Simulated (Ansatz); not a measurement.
Phonon frequency of some cubic elemental solids other than molecular ones

Method: r²SCAN+rVV10 in Ansatz (plane waves, PAW). References are measured values at room or unstated temperature, uncorrected unless marked, so that the deviations hold thermal and zero-point effects besides the level's error. The table is a random draw of 8 from 23 values with such references.

Values in cm⁻¹.

```json
[
 {"solid": "diamond (L TA)", "reference": "550 (547–564)", "r²SCAN+rVV10": "559", "deviation (%)": "+1.6"},
 {"solid": "diamond (L TO)", "reference": "1206", "r²SCAN+rVV10": "1225", "deviation (%)": "+1.6"},
 {"solid": "diamond-structure Ge (X TA)", "reference": "80", "r²SCAN+rVV10": "80", "deviation (%)": "0.0"},
 {"solid": "diamond-structure Ge (L LA)", "reference": "222", "r²SCAN+rVV10": "223", "deviation (%)": "+0.5"},
 {"solid": "diamond-structure Si (L TA)", "reference": "114", "r²SCAN+rVV10": "115", "deviation (%)": "+0.9"},
 {"solid": "diamond (L LO)", "reference": "1241", "r²SCAN+rVV10": "1284", "deviation (%)": "+3.5"},
 {"solid": "diamond-structure Si (X TA)", "reference": "150", "r²SCAN+rVV10": "153", "deviation (%)": "+2.0"},
 {"solid": "fcc Al (X L)", "reference": "323", "r²SCAN+rVV10": "348", "deviation (%)": "+7.7"}
]
```

Over these 8 values the mean deviation is +2.2 %, the mean absolute deviation 2.2 % (median 1.6 %), and the worst case fcc Al (X L) at +7.7 %; the value is above the reference in 7 of 8 cases. Over all 23, from unrounded values, the mean deviation is +4.0 % and the mean absolute deviation 4.4 % (median 1.7 %).

Brackets give the range of the sources taken for a reference, where it is wide; it can hold other temperatures.

Differences are worked out from the printed values.

Each level is taken at its own relaxed cell. Ansatz's density-functional and Hartree–Fock values are scalar-relativistic unless marked +SOC, with PAW data made under PBE.

Not in this set, of the elemental solids other than molecular ones with a reference value in our tables and a result at some level: 12 for no value at r²SCAN+rVV10 (not run, a failed fit, an unstable or unbound cell, or a value held back for tests); 4 for a reference of another kind, counted apart. These can be a level's best or worst cases. Solids without a released value at any level aren't counted. Layered and molecular crystals are counted apart. The metals Ce to Yb are counted apart.

References as tabulated in Giannozzi et al., Phys. Rev. B (1991); arXiv:cond-mat/0412643; Yang et al. (2021), arXiv:2106.07201; Savrasov and Savrasov (1996), arXiv:cond-mat/9604124.

Ansatz is a quantum-chemistry and plane-wave program.
